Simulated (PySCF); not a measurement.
Record of a relaxation.

Species: amide anion, NH2 (charge -1).
SMILES with atom numbers: `[NH2-:1]` (hydrogens: H2, H3 on N1)

Method: PySCF 2.14.0, PBE0-D3(BJ)/def2-SVP geometry optimisation, gas phase; density fitting, grid level 1; the optimiser is geomeTRIC in internal coordinates, started from a GFN2-xTB structure with every atom displaced at random (about 0.03 Å). The frame can shift and turn from step to step; on so coarse a grid that alone can change the energy by a few meV, and forces under 0.02 eV/Å are noise.

Step 0: E = -1516.0540 eV, largest atomic force 8.092 eV/Å
```
atom  x, y, z in Å  |  force x, y, z in eV/Å
N1      0.072    0.368    0.008   -6.332   5.033   0.257
H2     -0.822   -0.233   -0.029    1.202   0.245   0.018
H3      0.756   -0.238   -0.024    5.130  -5.278  -0.275
```

Step 1: E = -1516.5222 eV, largest atomic force 0.908 eV/Å
```
atom  x, y, z in Å  |  force x, y, z in eV/Å
N1      0.024    0.419    0.010   -0.458   0.783   0.044
H2     -0.790   -0.237   -0.029   -0.057  -0.167  -0.011
H3      0.773   -0.285   -0.026    0.515  -0.616  -0.034
```

Step 2: E = -1516.5317 eV, largest atomic force 0.304 eV/Å
```
atom  x, y, z in Å  |  force x, y, z in eV/Å
N1      0.021    0.430    0.011   -0.191   0.236   0.015
H2     -0.787   -0.240   -0.029   -0.020  -0.024  -0.003
H3      0.772   -0.292   -0.027    0.211  -0.212  -0.013
```

Step 3: E = -1516.5330 eV, largest atomic force 0.032 eV/Å
```
atom  x, y, z in Å  |  force x, y, z in eV/Å
N1      0.019    0.433    0.012   -0.031   0.007   0.003
H2     -0.788   -0.240   -0.030    0.014   0.011  -0.001
H3      0.775   -0.296   -0.027    0.017  -0.018  -0.003
```

Step 4: E = -1516.5330 eV, largest atomic force under 0.02 eV/Å
```
atom  x, y, z in Å  |  force x, y, z in eV/Å
N1      0.019    0.434    0.012   -0.002  -0.002   0.003
H2     -0.788   -0.240   -0.030    0.000   0.002  -0.001
H3      0.775   -0.296   -0.028    0.001  -0.001  -0.002
```

Question: Summarise the path.

Answer: The energy falls by 0.4791 eV from step 0 to step 4; nine tenths of that is first reached at step 1. It falls at every step. The largest force goes from 8.092 to under 0.02 eV/Å. Among the bonds N1–H3 changes most, from 0.915 to 1.051 Å; the atoms move by 0.063 Å rms after alignment.

Question: Follow the energy, the force and the coordinates that change most from start to end.

Answer: 
| step | E above end (eV) | largest force (eV/Å) | N1–H3 (Å) | N1–H2 (Å) | H2–N1–H3 (°) |
| --- | --- | --- | --- | --- | --- |
| 0 | 0.4791 | 8.092 | 0.915 | 1.078 | 104.5 |
| 1 | 0.0108 | 0.908 | 1.029 | 1.046 | 97.8 |
| 2 | 0.0013 | 0.304 | 1.043 | 1.050 | 96.3 |
| 3 | 0.0000 | 0.032 | 1.051 | 1.052 | 96.1 |
| 4 | 0.0000 | under 0.02 | 1.051 | 1.052 | 96.1 |

What follows is the cost of the whole optimisation. On one thread of an Intel Xeon 6975P-C, shared host with 192 logical CPUs at a one-minute load of 21, this took 0.58 s of wall time and 0.21 GiB of memory at its peak.
